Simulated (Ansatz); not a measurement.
`[SiH]Cl` + H₂S → `[SiH]S` + HCl at 400 K and 1 bar (ligand exchange at the Si–Cl bond).

Calculated with Ansatz (gas phase, PBE0-D4/def2-TZVP geometries, no zero-point term in ΔE). CBS: def2 TZ/QZ extrapolation, frozen cores.

```
  species  CCSD(T)/CBS energy (Eh)  H − E (kJ/mol)  S (J/(mol·K))
`[SiH]Cl`               -749.43816            35.1          263.9
      H₂S               -398.97119            53.4          215.9
 `[SiH]S`               -688.02582            61.1          271.5
      HCl               -460.38167            29.6          195.4
```

H − E and S are ideal-gas, rigid-rotor, harmonic terms from PBE0-D4/def2-TZVP. 1 Eh = 2625.50 kJ/mol, R = 8.31446 J/(mol·K).

**Question.** By hand: ΔE, ΔH, ΔS and ΔG.

**Answer.** ΔE = (-688.02582) + (-460.38167) − (-749.43816) − (-398.97119) = 0.00186 Eh = 4.9 kJ/mol. Δ(H − E) = 61.1 + 29.6 − 35.1 − 53.4 = 2.2, so ΔH = 7.1 kJ/mol. ΔS = 271.5 + 195.4 − 263.9 − 215.9 = -12.9 J/(mol·K). ΔG = 7.1 − 400 × (-12.9)/1000 = 12.3 kJ/mol.

**Question.** By hand: the equilibrium constant, and the temperature at which ΔG would vanish if ΔH and ΔS stayed fixed.

**Answer.** log₁₀ K = −ΔG/(RT ln 10) = -1.6. ΔH and −TΔS have one sign here, so there is no such temperature.

TΔS isn't small against ΔH here. A doubt of 5 kJ/mol in ΔE shifts log₁₀ K by 0.7 here. These are equilibria of isolated gas molecules and say nothing of rates. Largest T1 diagnostic: 0.016 (customary marks: 0.02 for closed shells, 0.045 for open ones).
